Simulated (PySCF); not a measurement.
Excitations are Tamm–Dancoff values on a coarser integration grid. The basis has no diffuse functions, so Rydberg states are missing or too high.

Species: C2H6O, SMILES `O(C)C` (charge 0, multiplicity 1).

### Question
What S1–T1 gap (TDA), S1 oscillator strength and HOMO–LUMO gap does ωB97X-D3(BJ)/def2-TZVP // PBE0-D3(BJ)/def2-TZVP run with PySCF give?

### Answer

```
Quantity                   Value
----------------------  --------
S1–T1 gap (TDA)          0.30 eV
S1 oscillator strength     0.049
HOMO–LUMO gap           13.20 eV
```
